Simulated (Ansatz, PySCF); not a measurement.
Breaking a bond: disilane, H6Si2, SMILES [SiH3][SiH3], singlet. The Si1–Si5 bond (Si1 also carries H, H, H; Si5 carries H, H, H) is pulled apart rigidly from the PBE0/def2-TZVP optimised geometry.

Levels: UKS-B3LYP/6-31G* = unrestricted B3LYP/6-31G*, spherical d run with PySCF; UKS-PBE0 = unrestricted PBE0/cc-pVDZ (Ansatz, an electronic-structure program); RKS-B3LYP/6-31G* = restricted B3LYP/6-31G*, spherical d (PySCF); UHF/LANL2DZ = unrestricted Hartree-Fock/LANL2DZ, with its core potentials past Ne (PySCF).

Energies are in kcal/mol, each relative to the lowest point of its own curve near equilibrium.

```csv
R / Å,UKS-B3LYP/6-31G*,UKS-PBE0,RKS-B3LYP/6-31G*,UHF/LANL2DZ
1.93,37.8,37.4,37.8,38.0
2.08,12.8,12.5,12.8,12.4
2.20,3.4,3.3,3.4,3.1
2.28,0.7,0.6,0.7,?
2.34,0.0,0.0,0.0,0.0
2.39,0.2,0.2,0.2,?
2.51,2.5,2.6,2.5,3.1
2.67,8.6,8.7,8.6,9.8
2.82,15.9,16.1,15.9,17.7
3.10,30.6,31.4,30.6,33.6
3.42,46.3,48.3,46.3,44.8
3.85,62.8,64.9,63.8,50.7
4.28,70.0,71.4,77.0,?
4.91,73.4,74.4,89.8,?
5.67,—,75.3,98.6,?
6.77,—,75.4,104.2,?
```

### Question
What belongs in the gaps?

### Answer

- 2.28, UHF/LANL2DZ: 0.5
- 2.39, UHF/LANL2DZ: 0.3
- 4.28, UHF/LANL2DZ: 52.7
- 4.91, UHF/LANL2DZ: 53.5
- 5.67, UHF/LANL2DZ: 53.7
- 6.77, UHF/LANL2DZ: 53.8

A dash means that the run gave no value there, or that the column was ended at a point which the program doubted or which failed a test of continuity chosen for this set; such a test can also cut sound points.

The unrestricted solution behind UKS-B3LYP/6-31G* changes between 3.85 and 4.28 Å and between 4.91 and 5.67 Å, which can leave a kink. The unrestricted determinant behind UKS-B3LYP/6-31G* is spin-contaminated at 3.85 to 4.91 Å (<S²> up to 0.9, against 0.00 for a pure singlet). The unrestricted determinant behind UKS-PBE0 is spin-contaminated at 3.85 to 6.77 Å (<S²> up to 1.0, against 0.00 for a pure singlet). The restricted form behind RKS-B3LYP/6-31G* keeps the bonding electrons paired and can't separate into open-shell fragments. The unrestricted determinant behind UHF/LANL2DZ is spin-contaminated at 3.10 to 6.77 Å (<S²> up to 1.0, against 0.00 for a pure singlet).
